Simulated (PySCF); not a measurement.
**Functional dependence of a UV spectrum**

Species: CH₄O.
Cartesian coordinates in Å at the PBE0-D3(BJ)/def2-SVP level; atoms count from 1:
```
atom  x, y, z in Å
C1    -0.329   -0.014    0.096
O2     0.831   -0.445   -0.553
H3    -0.225    0.027    1.199
H4    -1.128   -0.736   -0.129
H5    -0.680    0.981   -0.245
H6     1.531    0.187   -0.368
```

Linear-response calculations in the def2-SVPD basis (PySCF; singlets by full response, triplets Tamm–Dancoff, core orbitals frozen in the response; HF means time-dependent Hartree–Fock). 'Strongest' is the level of largest summed f among the singlets computed (10 roots, of which the last may lack a degenerate partner); it can jump between rows when another state enters that window. S1 is the lowest singlet of each run and needn't be the same state throughout; f(S1) is that of one state. Isolated species at its PBE0-D3(BJ)/def2-SVP geometry, gas phase.

```
functional                               kind  S1 (eV)  f(S1)  strongest (eV)  T1 (eV)  HOMO (eV)  gap (eV)  ionisation energy, ΔSCF (eV)
     B3LYP  global hybrid, 20% exact exchange     6.71  0.001            8.97     6.42      -7.78      8.00                         10.96
      PBE0  global hybrid, 25% exact exchange     6.96  0.001            9.24     6.63      -8.01      8.60                         10.87
 BHandHLYP  global hybrid, 50% exact exchange     7.42  0.001           11.33     7.05      -9.67     10.72                         10.89
 CAM-B3LYP             range-separated hybrid     6.90  0.002           10.82     6.58      -9.53     10.72                         11.02
   wB97X-D             range-separated hybrid     7.22  0.002           11.09     6.96      -9.98     12.26                         10.97
```

**Question.** What does LC-wPBE (range-separated hybrid) give?

**Answer.** S1 (eV) 7.35, f(S1) 0.003, strongest (eV) 11.29, T1 (eV) 6.97, HOMO (eV) -10.86, gap (eV) 13.19, ionisation energy, ΔSCF (eV) 11.09. S1 runs from 6.71 eV (B3LYP) to 7.42 eV (BHandHLYP), a spread of 0.71 eV, while the orbital gap spreads over 5.2 eV. Along B3LYP (20%), PBE0 (25%), BHandHLYP (50%) S1 rises with the share of exact exchange. −ε(HOMO) comes closest to its own ΔSCF ionisation energy with LC-wPBE (-0.23 eV) and misses most with B3LYP (-3.18 eV).
